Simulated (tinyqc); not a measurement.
The basis set: RHF and MP2 along a ladder of basis sets, for CH3+, spin multiplicity 1. Computed by the program tinyqc with PySCF. Same geometry throughout; the dipole is taken about the origin.

Geometry (angstrom):
```
atom        x        y       z
C      0.0000   0.0000  0.0730
H      1.0050   0.0000  0.0000
H     -0.5020   0.8700  0.0000
H     -0.5020  -0.8700  0.0000
```

RHF and frozen-core MP2 in a ladder of bases:
```
basis        functions  E(RHF) (hartree)  E(MP2 corr) (hartree)  HOMO (eV)  LUMO (eV)  dipole (debye)
sto-3g               8        -38.740908              -0.035867   -27.6998    -7.4201          0.2725
3-21g               15        -38.994850              -0.063412   -27.0287    -8.0012          0.2509
6-31g               15        -39.201743              -0.060560   -26.9365    -7.9074          0.2517
cc-pvdz             29        -39.216903              -0.102052   -26.9091    -7.8857          0.2770
aug-cc-pvdz         50        -39.218252              -0.105110   -26.9057    -7.9843          0.2723
cc-pvtz             72        -39.232968              -0.130125   -26.9371    -7.9403          0.2684
```

Estimate the missing row, basis = 6-31g**.

Computed row:
```
basis    functions  E(RHF) (hartree)  E(MP2 corr) (hartree)  HOMO (eV)  LUMO (eV)  dipole (debye)
6-31g**         29        -39.221006              -0.107176   -26.9380    -7.8378          0.2619
```

From cc-pVDZ to cc-pVTZ the RHF energy falls by 16.1 mhartree and the correlation energy by 28.1. If valence correlation converges as X^-3, (27 E(T) - 8 E(D))/19 gives -0.1419 hartree, a rough estimate from such small X that usually falls short; STO-3G holds about 25 % of it. Beyond STO-3G the LUMO moves by 0.2 eV and the HOMO by 0.1 eV.
